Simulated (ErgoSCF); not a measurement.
# BSiH4 (SMILES B[SiH2]): levels of theory compared

Aim: a comparison of 6 runs (UHF/STO-3G, UHF/def2-SVP, UB3LYP/6-31G*, UB3LYP/6-31+G*, UPBE0/def2-SVP, USVWN5/6-311G**) of BSiH4. 

Program for the calculation: ErgoSCF 3.8.

## 1. The molecule

BSiH4 has 6 atoms, charge 0, and is taken as a doublet. SMILES: `B[SiH2]`. The coordinates come from a GFN2-xTB relaxation.

Bond lengths: B1–Si2 1.878 Å, B1–H3 1.178 Å, B1–H4 1.178 Å, Si2–H5 1.473 Å, Si2–H6 1.473 Å. Angles: B1–Si2–H5 129.0°, B1–Si2–H6 128.8°, Si2–B1–H3 121.2°, Si2–B1–H4 121.3°, H5–Si2–H6 102.3°, H3–B1–H4 117.5°.

## 2. A single-point energy at UHF/STO-3G (run 1)

File job.ego:

```
set_nthreads(1)
tmpdir = "."
scf.max_number_of_iterations = 120
scf.output_mulliken_pop = 1
basis = "STO-3G"
scf.use_diagonalization = 1
spin_polarization = 1
molecule_inline Angstrom
B       -0.003690      -1.037180       0.114670
Si       0.004430       0.829590      -0.091960
H       -0.730970      -1.564260       0.876300
H        0.717450      -1.725110      -0.512520
H        0.828120       1.658960      -0.988060
H       -0.815330       1.838000       0.601560
EOF
run "HF"
```

The basis set STO-3G is read from a file made from the Basis Set Exchange's data (not shown).

Run with:

```
ergo job.ego
```

Standard output:

```text
[...]
INSC SCF_general constructor, number of basis functions: 18
[...]
INSC Energy   1 =       -247.99006688722
[...]
INDE E_LUMO =          0.18911468652
[...]
INSC Energy  14 =       -312.21311895335  ( diff     -0.000000000059288 )
[...]
RESC CONVERGED after  14 iterations.
RESC FINAL ENERGY:       -312.21311895335
RESC FINAL <S2> =          0.75924487533
[...]
INSC SCF: dipole_moment_x [atomic units] =       0.00264283
INSC SCF: dipole_moment_y [atomic units] =       0.24042836
INSC SCF: dipole_moment_z [atomic units] =      -0.02730533
[...]
```

Wall time 1.5 s (1 thread of Arm Neoverse V1, shared host); peak memory 0.26 GiB.

## 3. A single-point energy at UHF/def2-SVP (run 2)

File input.ego:

```
set_nthreads("env")
molecule_inline
B  -0.00697309 -1.95998614 0.21669489
Si 0.00837149 1.56769790 -0.17377921
H  -1.38133311 -2.95602299 1.65596700
H  1.35578401 -3.25998543 -0.96852243
H  1.56492000 3.13498005 -1.86716279
H  -1.54075040 3.47331662 1.13678365
EOF
scf.max_number_of_iterations = 120
tmpdir = "."
spin_polarization = 1
basis = "def2-SVP"
scf.output_mulliken_pop = 1
scf.use_diagonalization = 1
run "HF"
```

The basis set def2-SVP is read from a file made from the Basis Set Exchange's data (not shown).

Run with:

```
ergo < input.ego
```

Standard output:

```text
[...]
INSC SCF_general constructor, number of basis functions: 52
[...]
INSC Energy   1 =       -114.34574193640
[...]
INDE E_LUMO =          0.01445515918
[...]
INSC Energy  19 =       -315.76028536657  ( diff     -0.000000000002046 )
[...]
RESC CONVERGED after  19 iterations.
RESC FINAL ENERGY:       -315.76028536657
RESC FINAL <S2> =          0.76062572741
[...]
INSC SCF: dipole_moment_x [atomic units] =       0.00217083
INSC SCF: dipole_moment_y [atomic units] =       0.21291157
INSC SCF: dipole_moment_z [atomic units] =      -0.02438778
[...]
```

It took 12 s on 1 thread of Arm Neoverse V1, shared host; peak memory 0.26 GiB.

## 4. A single-point energy at UB3LYP/6-31G(d) (spherical functions) (run 3)

File input.ego:

```
# single point, BH4Si
set_nthreads(1)
molecule_inline
B   -0.00697309  -1.95998614   0.21669489
Si   0.00837149   1.56769790  -0.17377921
H   -1.38133311  -2.95602299   1.65596700
H    1.35578401  -3.25998543  -0.96852243
H    1.56492000   3.13498005  -1.86716279
H   -1.54075040   3.47331662   1.13678365
EOF
scf.output_mulliken_pop = 1
scf.use_diagonalization = 1
XC.sparse_mode = 0
basis = "6-31G*"
XC.angint = 41
spin_polarization = 1
tmpdir = "."
XC.radint = 1e-11
scf.max_number_of_iterations = 120
run "B3LYP-G"
```

The basis set 6-31G* is read from a file made from the Basis Set Exchange's data (not shown).

Run with:

```
ergo input.ego
```

Standard output:

```text
[...]
INDF Weighted mixed functional:
[...]
INSC Energy   1 =       -146.59075313187
[...]
INDE E_LUMO =         -0.13326846339
[...]
INSC Energy  17 =       -316.67020444115  ( diff     -0.000000000001990 )
[...]
RESC CONVERGED after  17 iterations.
RESC FINAL ENERGY:       -316.67020444115
RESC FINAL <S2> =          0.75235798122
[...]
INSC SCF: dipole_moment_x [atomic units] =       0.00231512
INSC SCF: dipole_moment_y [atomic units] =       0.28575576
INSC SCF: dipole_moment_z [atomic units] =      -0.03224951
[...]
```

It took 12 s on 1 thread of Arm Neoverse V1, shared host; peak memory 0.26 GiB.

Runs 4 to 5 aren't shown in full; the table further down has their settings and results.

## 5. A single-point energy at USVWN5/6-311G(d,p) (run 6)

File mol.xyz:

```xyz
6
BH4Si
B     -0.003690    -1.037180     0.114670
Si     0.004430     0.829590    -0.091960
H     -0.730970    -1.564260     0.876300
H      0.717450    -1.725110    -0.512520
H      0.828120     1.658960    -0.988060
H     -0.815330     1.838000     0.601560
```

File run.inp:

```
set_nthreads(1)
molecule "mol.xyz"
tmpdir = "."
scf.output_mulliken_pop = 1
basis = "6-311G**"
scf.max_number_of_iterations = 120
XC.radint = 1e-11
spin_polarization = 1
XC.sparse_mode = 0
scf.use_diagonalization = 1
XC.angint = 41
run "SVWN5"
```

The basis set 6-311G** is read from a file made from the Basis Set Exchange's data (not shown).

Run with:

```
ergo run.inp
```

Standard output:

```text
[...]
INSC SCF_general constructor, number of basis functions: 68
[...]
INSC Energy   1 =       -140.19809333410
[...]
INDE E_LUMO =         -0.17783027446
[...]
INSC Energy  16 =       -315.18670296249  ( diff     -0.000000000018304 )
[...]
RESC CONVERGED after  16 iterations.
RESC FINAL ENERGY:       -315.18670296249
RESC FINAL <S2> =          0.75144892033
[...]
INSC SCF: dipole_moment_x [atomic units] =       0.00266701
INSC SCF: dipole_moment_y [atomic units] =       0.40329868
INSC SCF: dipole_moment_z [atomic units] =      -0.04511651
[...]
```

It took 11 s on 1 thread of Arm Neoverse V1, shared host; peak memory 0.26 GiB.

## 6. Overview of the runs

```csv
run,level,integration grid,radint,energy (Eh),dipole moment (D),⟨S²⟩,wall time
1,UHF/STO-3G,–,–,-312.213119,0.62,0.759,1.5 s
2,UHF/def2-SVP,–,–,-315.760285,0.54,0.761,12 s
3,UB3LYP/6-31G* (spherical functions),Turbo,1e-11,-316.670204,0.73,0.752,12 s
4,UB3LYP/6-31+G* (spherical functions),Turbo,1e-11,-316.672997,0.82,0.752,17 s
5,UPBE0/def2-SVP,Turbo,1e-11,-316.384780,0.89,0.754,18 s
6,USVWN5/6-311G**,Turbo,1e-11,-315.186703,1.03,0.751,11 s
```

## 7. What came out

| quantity | value |
| --- | --- |
| run 6: total energy | -315.18670 Eh |
| run 6: dipole moment | 1.03 D |
| run 6: ⟨S²⟩ | 0.751 |

What this shows: The dipole moment (its size) runs from 0.54 D (UHF/def2-SVP) to 1.03 D (USVWN5/6-311G**). The two ends differ in method and basis. Totals of different functionals can't be ranked against each other. In run 1 the basis is minimal, so the values are rough. All runs together took 71 s, the longest 18 s.
